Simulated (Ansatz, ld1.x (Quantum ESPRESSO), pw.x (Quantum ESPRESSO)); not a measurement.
# Equation-of-state test of one PAW potential (N (Z = 7))

ld1.x (Quantum ESPRESSO) 7.5 input, shortened:

```
&input
   title='N', zed=7., rel=1, dft='PBESOL', iswitch=3,
   config='[He] 2s2 2p2.75 3d-2'
 /
 &inputp
   pseudotype=3, lpaw=.true., tm=.true., lloc=-1, rcloc=1.50,
   nlcc=.false.,
   which_augfun='PSQ', rmatch_augfun=0.70
 /
6
2S  1  0   2.00   0.00  0.95  1.20  0.0
2S  1  0   0.00   1.80  0.95  1.20  0.0
2P  2  1   2.75   0.00  2.30  2.65  0.0
2P  2  1   0.00  -0.20  2.30  2.65  0.0
3D  3  2  -2.00   0.10  1.75  2.20  0.0
3D  3  2  -2.00   1.80  1.75  2.20  0.0
 &test
   configts(1)='2s2 2p2.75'
 /
```

Atomic tests: cutoffs needed: 15 Ry and 30 Ry (the cutoffs (Ry, on a coarse ladder) from which the occupation-weighted sum of valence levels, in a spherical-Bessel basis at the reference potential, stays within 10 and 1 mRy of its value at 400 Ry); ghost test: no extra level below or beside the all-electron valence levels (s, p, d, f tested) (spherical-Bessel basis up to 400 Ry, 20 bohr box); configuration tests: 1 of 7 tests not solved or not reliable.

Crystal test: bcc N in pw.x 7.5, no spin, 18³ k-points, Fermi–Dirac smearing 0.01 Ry, cutoffs 40/900 Ry. The reference is all-electron LAPW (Ansatz 0.2.0) with the same functional, mesh and smearing; V0 and B0 come from Birch–Murnaghan fits to the pressures at five volumes. Errors are pseudo minus all-electron; Δ is the rms difference of the E(V) curves that follow from these fits, minima aligned, over ±6 % about the mean V0. Mesh and smearing are coarse, so the numbers serve the comparison and aren't converged zero-temperature values; the lattice is a test structure that the element need not adopt. Spin polarisation is left out.

All-electron: a0 = 2.395 Å (V0 = 6.87 Å³/atom), B0 = 214.6 GPa.

Question: How far does the potential miss the all-electron equation of state?

Answer: mean pressure error (GPa): +39.51. The pressure does not cross zero within the volumes sampled, so no fit is given. The largest radius (2.65 bohr) exceeds half the bond length (1.96 bohr), so the spheres overlap, which is one possible source of error among others. This is a poor potential for the solid. Atomic configuration tests: 1 of 7 tests not solved or not reliable.

```json
{"V (Å³/atom)": "6.552", "P all-electron (GPa)": "11.27", "P pseudo (GPa)": "67.17"}
{"V (Å³/atom)": "6.725", "P all-electron (GPa)": "4.87", "P pseudo (GPa)": "51.70"}
{"V (Å³/atom)": "6.897", "P all-electron (GPa)": "-0.77", "P pseudo (GPa)": "37.86"}
{"V (Å³/atom)": "7.069", "P all-electron (GPa)": "-5.74", "P pseudo (GPa)": "25.59"}
{"V (Å³/atom)": "7.242", "P all-electron (GPa)": "-10.12", "P pseudo (GPa)": "14.78"}
```

Question: At the middle volume, how do free energy and pressure move when the wave cutoff is lowered (ecutrho held at 900 Ry)?

Answer:

```
cutoff (Ry)  shift of F (meV/atom)  shift of P (GPa)
         18                 +162.7             +4.37
         24                  +78.8             -3.01
         32                   +7.2             -0.78
```

The run at the middle volume (195 k-points, 7 iterations) took about 7.1 s on one core of a shared host (Neoverse-V1, 32 threads, 247 GiB, load 9).
